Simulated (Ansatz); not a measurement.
System: sum formula HOCl, charge 1, multiplicity 2. 
Geometry from a B3LYP-D3(BJ)/def2-TZVP (Ansatz, a quantum-chemistry and plane-wave program) optimisation:
```xyz
3

O      0.0202     1.0198     0.0365
H     -0.9186     1.3475     0.0320
Cl     0.0445    -0.5592    -0.0191
```
Charge +1, spin multiplicity 2.

Parts of the frozen-core correlation energy in cc-pV(D+d)Z (Ansatz, hartree). Frozen orbitals: 6; correlated occupied orbitals by spin: 7 and 6; virtual: 29 and 30. UHF or UKS for open shells. No spin-orbit coupling. No relativistic terms.

```
term                            value
-------------------------  ----------
reference (HF)             -534.49096
MP2 opposite-spin            -0.23678
MP2 same-spin                -0.08717
CCSD correlation             -0.34340
(T)                          -0.01033
CCSDT minus CCSD(T)          -0.00066
T1 diagnostic                   0.018
largest doubles amplitude       0.068
<S^2> of the reference          0.771
```
